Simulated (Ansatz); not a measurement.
# Molecular dynamics of BCl₂H

Input file:

```yaml
crystal:
  periodic: [false, false, false]
  atoms:
    - { symbol: B, position_ang: [0.00905, -0.004313, -0.030065] }
    - { symbol: H, position_ang: [-0.004962, 0.009075, 1.175093] }
    - { symbol: Cl, position_ang: [1.517007, 0.000322, -0.903005] }
    - { symbol: Cl, position_ang: [-1.519485, 0.000478, -0.904121] }
basis:
  gaussian: { orbitals: def2-SVP }
hamiltonian:
  xc: pbe
md:
  timestep: 0.5
  n_steps: 100
  ensemble: nvt_langevin
  temperature: 300.0
  initial_velocities: maxwell_boltzmann
  seed: 55205
  friction: 0.05
```

Command:

```bash
$ ansatz run input.yaml --threads 1 --pin off --max-ram 2048MiB --backend cpu --events-out ev --progress --plain --runs-dir out
```

It goes on from the last frame of an earlier run, with new velocities.

Output, in part (one step line in 2, the closing report, with atoms numbered from 0):

```
md step     0: t =     0.00 fs  T =   225.0 K  F+E_penalty+E_count = -25720.02914481 eV  E_kin = 0.116334 eV  (23 SCF iters)
md step     2: t =     1.00 fs  T =   259.6 K  F+E_penalty+E_count = -25720.02773521 eV  E_kin = 0.134234 eV  (25 SCF iters)
md step     4: t =     2.00 fs  T =   294.2 K  F+E_penalty+E_count = -25720.02224532 eV  E_kin = 0.152110 eV  (24 SCF iters)
md step     6: t =     3.00 fs  T =   309.3 K  F+E_penalty+E_count = -25720.01009767 eV  E_kin = 0.159915 eV  (23 SCF iters)
md step     8: t =     4.00 fs  T =   300.0 K  F+E_penalty+E_count = -25719.99366526 eV  E_kin = 0.155094 eV  (26 SCF iters)
md step    10: t =     5.00 fs  T =   310.8 K  F+E_penalty+E_count = -25719.97789646 eV  E_kin = 0.160714 eV  (25 SCF iters)
md step    12: t =     6.00 fs  T =   316.0 K  F+E_penalty+E_count = -25719.96631158 eV  E_kin = 0.163371 eV  (25 SCF iters)
md step    14: t =     7.00 fs  T =   397.7 K  F+E_penalty+E_count = -25719.96011951 eV  E_kin = 0.205623 eV  (25 SCF iters)
md step    16: t =     8.00 fs  T =   303.2 K  F+E_penalty+E_count = -25719.95706375 eV  E_kin = 0.156782 eV  (25 SCF iters)
md step    18: t =     9.00 fs  T =   229.5 K  F+E_penalty+E_count = -25719.94078185 eV  E_kin = 0.118682 eV  (25 SCF iters)
md step    20: t =    10.00 fs  T =   194.4 K  F+E_penalty+E_count = -25719.92151643 eV  E_kin = 0.100528 eV  (25 SCF iters)
md step    22: t =    11.00 fs  T =   169.7 K  F+E_penalty+E_count = -25719.91100850 eV  E_kin = 0.087725 eV  (21 SCF iters)
md step    24: t =    12.00 fs  T =   173.9 K  F+E_penalty+E_count = -25719.92332842 eV  E_kin = 0.089922 eV  (25 SCF iters)
md step    26: t =    13.00 fs  T =   151.4 K  F+E_penalty+E_count = -25719.94032199 eV  E_kin = 0.078272 eV  (25 SCF iters)
md step    28: t =    14.00 fs  T =   176.7 K  F+E_penalty+E_count = -25719.95289236 eV  E_kin = 0.091337 eV  (25 SCF iters)
md step    30: t =    15.00 fs  T =   210.9 K  F+E_penalty+E_count = -25719.96210969 eV  E_kin = 0.109029 eV  (23 SCF iters)
md step    32: t =    16.00 fs  T =   186.6 K  F+E_penalty+E_count = -25719.96375826 eV  E_kin = 0.096470 eV  (22 SCF iters)
md step    34: t =    17.00 fs  T =   182.7 K  F+E_penalty+E_count = -25719.96184267 eV  E_kin = 0.094467 eV  (24 SCF iters)
md step    36: t =    18.00 fs  T =   215.7 K  F+E_penalty+E_count = -25719.96364605 eV  E_kin = 0.111543 eV  (24 SCF iters)
md step    38: t =    19.00 fs  T =   353.6 K  F+E_penalty+E_count = -25719.97501852 eV  E_kin = 0.182801 eV  (25 SCF iters)
md step    40: t =    20.00 fs  T =   395.5 K  F+E_penalty+E_count = -25719.98940079 eV  E_kin = 0.204491 eV  (26 SCF iters)
md step    42: t =    21.00 fs  T =   405.6 K  F+E_penalty+E_count = -25719.99316135 eV  E_kin = 0.209723 eV  (25 SCF iters)
md step    44: t =    22.00 fs  T =   307.3 K  F+E_penalty+E_count = -25719.98514450 eV  E_kin = 0.158878 eV  (24 SCF iters)
md step    46: t =    23.00 fs  T =   328.4 K  F+E_penalty+E_count = -25719.97622535 eV  E_kin = 0.169775 eV  (26 SCF iters)
md step    48: t =    24.00 fs  T =   241.2 K  F+E_penalty+E_count = -25719.97712183 eV  E_kin = 0.124712 eV  (26 SCF iters)
md step    50: t =    25.00 fs  T =   233.8 K  F+E_penalty+E_count = -25719.99124048 eV  E_kin = 0.120888 eV  (26 SCF iters)
md step    52: t =    26.00 fs  T =   301.9 K  F+E_penalty+E_count = -25720.00623195 eV  E_kin = 0.156097 eV  (26 SCF iters)
md step    54: t =    27.00 fs  T =   376.3 K  F+E_penalty+E_count = -25720.01079878 eV  E_kin = 0.194584 eV  (26 SCF iters)
md step    56: t =    28.00 fs  T =   256.6 K  F+E_penalty+E_count = -25720.00400424 eV  E_kin = 0.132686 eV  (25 SCF iters)
md step    58: t =    29.00 fs  T =   234.9 K  F+E_penalty+E_count = -25719.99453141 eV  E_kin = 0.121473 eV  (25 SCF iters)
md step    60: t =    30.00 fs  T =   195.2 K  F+E_penalty+E_count = -25719.98796639 eV  E_kin = 0.100940 eV  (25 SCF iters)
md step    62: t =    31.00 fs  T =   218.8 K  F+E_penalty+E_count = -25719.99077664 eV  E_kin = 0.113139 eV  (24 SCF iters)
md step    64: t =    32.00 fs  T =   250.9 K  F+E_penalty+E_count = -25719.99620366 eV  E_kin = 0.129734 eV  (25 SCF iters)
md step    66: t =    33.00 fs  T =   216.1 K  F+E_penalty+E_count = -25719.99738413 eV  E_kin = 0.111747 eV  (24 SCF iters)
md step    68: t =    34.00 fs  T =   207.7 K  F+E_penalty+E_count = -25719.99248565 eV  E_kin = 0.107373 eV  (24 SCF iters)
md step    70: t =    35.00 fs  T =   214.8 K  F+E_penalty+E_count = -25719.98361624 eV  E_kin = 0.111082 eV  (25 SCF iters)
md step    72: t =    36.00 fs  T =   193.7 K  F+E_penalty+E_count = -25719.98285256 eV  E_kin = 0.100170 eV  (26 SCF iters)
md step    74: t =    37.00 fs  T =   224.6 K  F+E_penalty+E_count = -25719.98631342 eV  E_kin = 0.116124 eV  (26 SCF iters)
md step    76: t =    38.00 fs  T =   236.4 K  F+E_penalty+E_count = -25719.98489599 eV  E_kin = 0.122222 eV  (26 SCF iters)
md step    78: t =    39.00 fs  T =   273.6 K  F+E_penalty+E_count = -25719.97651389 eV  E_kin = 0.141451 eV  (26 SCF iters)
md step    80: t =    40.00 fs  T =   151.3 K  F+E_penalty+E_count = -25719.96541378 eV  E_kin = 0.078214 eV  (26 SCF iters)
md step    82: t =    41.00 fs  T =   159.1 K  F+E_penalty+E_count = -25719.96129154 eV  E_kin = 0.082254 eV  (26 SCF iters)
md step    84: t =    42.00 fs  T =   176.2 K  F+E_penalty+E_count = -25719.96881784 eV  E_kin = 0.091084 eV  (25 SCF iters)
md step    86: t =    43.00 fs  T =   261.7 K  F+E_penalty+E_count = -25719.98555559 eV  E_kin = 0.135301 eV  (26 SCF iters)
md step    88: t =    44.00 fs  T =   352.5 K  F+E_penalty+E_count = -25720.00141602 eV  E_kin = 0.182252 eV  (26 SCF iters)
md step    90: t =    45.00 fs  T =   320.7 K  F+E_penalty+E_count = -25720.00895147 eV  E_kin = 0.165792 eV  (26 SCF iters)
md step    92: t =    46.00 fs  T =   407.0 K  F+E_penalty+E_count = -25720.00672842 eV  E_kin = 0.210427 eV  (24 SCF iters)
md step    94: t =    47.00 fs  T =   261.2 K  F+E_penalty+E_count = -25719.99884385 eV  E_kin = 0.135046 eV  (25 SCF iters)
md step    96: t =    48.00 fs  T =   146.7 K  F+E_penalty+E_count = -25719.99113807 eV  E_kin = 0.075863 eV  (24 SCF iters)
md step    98: t =    49.00 fs  T =   121.7 K  F+E_penalty+E_count = -25719.98978231 eV  E_kin = 0.062926 eV  (24 SCF iters)
md step   100: t =    50.00 fs  T =    95.7 K  F+E_penalty+E_count = -25719.99754597 eV  E_kin = 0.049478 eV  (24 SCF iters)
Total energy: -25719.99756966 eV, -945.1924770445 hartree
Atom 0 at     0.036964     0.127920    -0.086648 Å, force     0.412770    -0.497687    -0.368235 eV/Å
Atom 1 at     0.123668     0.292294     1.074853 Å, force     0.016456     0.316866     0.802014 eV/Å
Atom 2 at     1.509938    -0.141145    -0.990206 Å, force     0.045698     0.106174    -0.137468 eV/Å
Atom 3 at    -1.515725    -0.035374    -0.822152 Å, force    -0.474923     0.074647    -0.296311 eV/Å
Dipole moment:    -0.022007     0.021834     0.039193 e Å
```

All steps were run. The mean temperature of the second half is 21 % below the set value. A run of 0.05 ps of so small a system gives no equilibrium averages.

The same pairs are bonded in the first frame and the last. Pairs count as bonded within 1.25 times the sum of covalent radii (0.12 Å more for H–H).

Last frame:

```xyz
4
Properties=species:S:1:pos:R:3
B 0.037 0.128 -0.087
H 0.124 0.292 1.075
Cl 1.510 -0.141 -0.990
Cl -1.516 -0.035 -0.822
```

Time of the run: 91 s on 1 thread of Arm Neoverse V1, on a shared host, peak memory 0.092 GiB.
